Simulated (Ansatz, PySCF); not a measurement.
Stretching the C1–H4 bond in ethanol (SMILES CCO) (multiplicity 1 held, fragments rigid). Energies count from the point at 1.093 Å.
Geometry at that point (charge 0, multiplicity 1):
```xyz
9

C     -1.19871     0.14199     0.26381
C      0.06293    -0.42921    -0.36086
O      1.23310     0.30528    -0.01233
H     -2.07920    -0.41542    -0.06464
H     -1.32567     1.18861    -0.01689
H     -1.15705     0.08294     1.35507
H      0.17649    -1.48648    -0.08962
H      0.00553    -0.37720    -1.44899
H      1.32976     0.28859     0.94604
```

R- and RO- levels are restricted; in cc, def2 and unpolarised 6-31G sets they are followed outwards from rest. U- levels take the lowest unrestricted solution at each point, which mixes spins at long bonds. Levels need not reach the same state.

Cores are frozen in the correlated methods. Rows in 3-21G, 6-31G* carry no dispersion term and start afresh at each structure (6-31G* with six Cartesian d functions).

The values were computed with Ansatz (Gaussian orbitals); PySCF for 3-21G rows, 6-31G* rows. 

Energies in kcal/mol.

| R (Å) | R-HF/3-21G | R-HF/6-31G* | U-HF/6-31G* | R-CCSD/cc-pVTZ |
|---|---|---|---|---|
| 0.874 | 28.6 | 29.0 | 29.0 | 28.3 |
| 0.983 | 5.1 | 5.4 | 5.4 | 5.5 |
| 1.093 | 0.0 | 0.0 | 0.0 | 0.0 |
| 1.202 | 4.6 | 4.6 | 4.6 | 3.8 |
| 1.311 | 14.3 | 14.3 | 14.3 | 12.5 |
| 1.475 | 32.9 | 33.1 | 33.1 | 29.4 |
| 1.639 | 53.0 | 53.1 | 53.1 | 47.0 |
| 1.912 | 85.8 | 84.8 | 75.5 | 73.3 |
| 2.185 | 115.2 | 112.7 | 84.4 | 93.8 |
| 2.513 | 145.0 | 140.9 | 88.5 | 110.7 |
| 2.950 | 176.4 | 170.5 | 90.2 | 123.0 |
| 3.496 | 204.5 | 197.3 | 90.7 | 129.3 |

Doubts at one or more of the structures used: a restricted determinant that unrestricted orbitals would lower (R-HF/3-21G, R-HF/6-31G*, R-CCSD/cc-pVTZ); a spin-contaminated determinant (U-HF/6-31G*); other coupled-cluster roots lie near (R-CCSD/cc-pVTZ); T1 above 0.05 (R-CCSD/cc-pVTZ).

Ansatz is a quantum-chemistry and plane-wave program.
